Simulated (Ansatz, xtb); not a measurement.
## Relaxing a trial structure of AlH3OP

The starting geometry of this gas-phase doublet was built from a drawn formula by distance geometry and a force field; its bonds are those of `[O]1[AlH][PH2]1`.

```yaml
atoms:
  - { symbol: Al, position_ang: [1.0386, -1.5529, 0.3116] }
  - { symbol: O, position_ang: [-0.6944, -1.7402, 0.8347] }
  - { symbol: P, position_ang: [0.0980, -2.3530, 2.2190] }
  - { symbol: H, position_ang: [2.3018, -0.6582, -0.0515] }
  - { symbol: H, position_ang: [-0.1074, -1.4470, 3.3066] }
  - { symbol: H, position_ang: [-0.0503, -3.6838, 2.3523] }
```

Question: Predict what it relaxes into with r2SCAN-D4/def2-SVP.

Answer: A bond breaks, leaving `[AlH][O]P`. Contacts that open: Al1–P3 (2.27 → 3.29 Å).

The energy falls by 1.48 eV over 21 steps:

```csv
step,E − E(last) (eV)
1,1.483
3,0.345
5,0.258
8,0.224
10,0.219
12,0.178
14,0.061
17,0.005
19,0.000
21,0.000
```

Final geometry (Å):

| atom | x (Å) | y (Å) | z (Å) |
| --- | --- | --- | --- |
| Al | 1.0777 | -1.5759 | -0.2707 |
| O | 0.7017 | -1.8671 | 1.3710 |
| P | 0.2985 | -2.7602 | 2.6978 |
| H | 1.8488 | -0.1933 | -0.5673 |
| H | -0.3677 | -1.7426 | 3.4651 |
| H | -0.9727 | -3.2960 | 2.2768 |

From the same start GFN2-xTB reaches the same bonding as this run.

The end wasn't checked by frequencies. Open shells are spin-unrestricted. Run with Ansatz 0.2.0, 2.6 min on 1 thread of Arm Neoverse V2, with other jobs on the host.
